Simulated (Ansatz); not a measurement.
# CS (singlet): wave-function methods side by side, 6-31G

How much of the correlation energy of CS (singlet) does each wave-function method recover here?

Program: Ansatz 0.2.0, Gaussian basis. Level of theory: 6-31G, core rule «outside noble gas», up to 6 orbitals frozen. These are calculated values, not measurements.

To be run: UHF; CCSD(T) on RHF; BCCD(T) on RHF; CISD; CCSDT(Q) on RHF; CISDTQ; CCSDTQ on RHF; CASSCF and MRCISD+Q, 10 electrons in 8 orbitals; CASSCF and NEVPT2, 10 electrons in 8 orbitals; Full CI.

9 further runs of the same task are left out: 9 set aside as unsound or not needed.

## Step 1: What is computed

The geometry is an MP2(full)/6-31G* stationary point (not a proven minimum).

2 atoms, charge 0, spin multiplicity 1.

Atoms are counted from 1 here; the program's logs count them from 0.

Bond lengths: C1–S2 1.545 Å.

As a file:

```
C     0.00000    0.00000    0.00000
S     0.00000    0.00000    1.54465
```

## Step 2: UHF

in.yaml reads:

```yaml
crystal:
  periodic: [false, false, false]
  atoms:
    - {symbol: C, position_ang: [0.000000, 0.000000, 0.000000]}
    - {symbol: S, position_ang: [0.000000, 0.000000, 1.544650]}
basis:
  gaussian: {orbitals: 6-31G}
magnetization: {spin_polarized: true, initial_magnetization: 0}
hamiltonian: {xc: hf}
output: {orbitals: {seedname: orbitals}}
```

Launch:

```sh
ansatz run in.yaml --threads 1 --pin off --events-out ev --progress --plain --max-ram 3956MiB --backend cpu
```

After this run come: CCSD(T) on RHF; BCCD(T) on RHF; CISD; CCSDT(Q) on RHF; CISDTQ; CCSDTQ on RHF; CASSCF and MRCISD+Q, 10 electrons in 8 orbitals; CASSCF and NEVPT2, 10 electrons in 8 orbitals; Full CI.

Q: Predict the results of all the runs planned. Wanted: FCI below the RHF energy; RMP2 from FCI; RCCSD from FCI; RCCSD(T) from FCI; RCCSDT(Q) from FCI; NEVPT2 valence from FCI; MRCISD+Q valence from FCI; T1 diagnostic; effectively unpaired electrons.

As calculated:

| quantity | value |
| --- | --- |
| FCI below the RHF energy | -4.4537 eV |
| RMP2 from FCI | +421.1 meV |
| RCCSD from FCI | +279.1 meV |
| RCCSD(T) from FCI | +35.4 meV |
| RCCSDT(Q) from FCI | +3.8 meV |
| NEVPT2 valence from FCI | +357.6 meV |
| MRCISD+Q valence from FCI | +5.7 meV |
| levels within 1 kcal/mol (43 meV) | RCCSD(T), BCCD(T), RCCSDT, CISDTQ, RCCSDT(Q), RCCSDTQ, MRCISD valence, MRCISD+Q valence |
| T1 diagnostic | 0.031 |
| effectively unpaired electrons | 0.12 |

In words: RCCSD(T) misses by +35.4 meV, 0.8 % of the correlation energy. One determinant dominates. Of the multireference levels listed MRCISD+Q valence comes nearest in total energy (+5.7 meV), which doesn't show that its space is the better one. These misses are within one basis, not against nature.
